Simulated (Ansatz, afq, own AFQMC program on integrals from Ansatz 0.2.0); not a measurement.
Integrals from Ansatz 0.2.0, then the random walk in our own AFQMC program (afq).

```yaml
crystal:
  periodic: [false, false, false]
  atoms:
    - {symbol: B, position_ang: [0.000000, 0.000000, 0.000000]}
    - {symbol: Br, position_ang: [1.896822, 0.020770, -0.005500]}
    - {symbol: Br, position_ang: [-0.966423, 1.632296, -0.005800]}
    - {symbol: Br, position_ang: [-0.930399, -1.653066, 0.011300]}
basis:
  gaussian: {orbitals: cc-pVDZ}
magnetization: {spin_polarized: false}
correlation: {method: ccsd_t, electrons: outside_noble_gas, hamiltonian_folder: ham}
```

```sh
$ ansatz run in.yaml --threads 1 --pin off --events-out ev --progress --plain --max-ram 15360MiB --backend cuda --devices 0, --max-vram 18GiB
```

Options of the walk:

```
--method phaseless --trial cisd --walkers 4000 --populations 20 --least-time 60 --time-step 0.005 --steps-per-block 50 --equilibration-blocks 28 --max-blocks 4000 --target-error 0.0003 --factor-cut 1e-05 --seed 9206 --release-times 0.21,0.42,0.63,0.9 --release-step 0.03 --release-every 5 --taylor-order 6
```

Times are imaginary, in 1/Eh. The walk had a cap of 96 s. With eight or more populations the least sampling time is a fifth of least-time, and the error comes from their spread. Filled inner d shells are frozen with the cores.

Log:

```
orbitals 52  electrons 12 12  factors 429 of 1078
reference energy -7741.94918796 Eh
CCSD correlation -0.45539191 Eh in 9 cycles, weight of the determinant in the CISD state 0.8139
energy of the start -7742.404572 Eh
 block  time / (1/Eh)  mean weight  energy / Eh
     1     0.250  0.9998  -7742.387953
     2     0.500  1.0001  -7742.392729
     3     0.750  0.9996  -7742.400364
     4     1.000  0.9998  -7742.405743
     5     1.250  1.0000  -7742.410379
    10     2.500  1.0001  -7742.419948
    15     3.750  1.0001  -7742.419866
    20     5.000  1.0001  -7742.417785
    25     6.250  1.0003  -7742.419932
    30     7.500  1.0002  -7742.419872
    35     8.750  1.0001  -7742.418932
    40    10.000  1.0001  -7742.419913
    45    11.250  0.9999  -7742.418459
    47    11.750  0.9999  -7742.417428
    50    12.500  1.0004  -7742.418777
    55    13.750  1.0001  -7742.420935
    60    15.000  1.0001  -7742.418816
    65    16.250  1.0003  -7742.418504
    70    17.500  1.0001  -7742.419988
    74    18.500  1.0001  -7742.421830
    75    18.750  1.0002  -7742.421105
    78    19.500  0.9999  -7742.420598
error from the spread of 20 populations
released: time / (1/Eh)  energy / Eh  error  mean overlap
  0.21  -7742.419732  0.000319  0.9982
  0.42  -7742.419839  0.000281  0.9949
  0.63  -7742.419556  0.000287  0.9930
  0.90  -7742.419789  0.000311  0.9925
energy -7742.419609 +/- 0.000258 Eh
(rows thinned)
```

The run passed its tests (sampling time, drift between the halves within three errors, error under three times the target), which doesn't prove that it has relaxed.

Against this walk (error 7.0 meV) on the same determinant: CCSD(T) 46.0 meV higher. The error is statistical and leaves out the bias of the constraint. Released to 0.90 1/Eh the energy moves by -5 ± 11 meV (both errors), within twice the noise.

Cautions: constraint bias not in the error; no relativity below Rb; no spin-orbit coupling; inner d shell frozen.

The walk took 86 s on 1 × NVIDIA H100 80GB HBM3 with 2 threads of AMD EPYC 7R13 Processor (Zen 3), with other jobs on the host (the card was shared). The log's last line is the phaseless energy.

A walk keeps the symmetry of its determinant, which the program's search chose and which needn't be the lowest solution, so a lower state of the same spin and another symmetry isn't excluded.
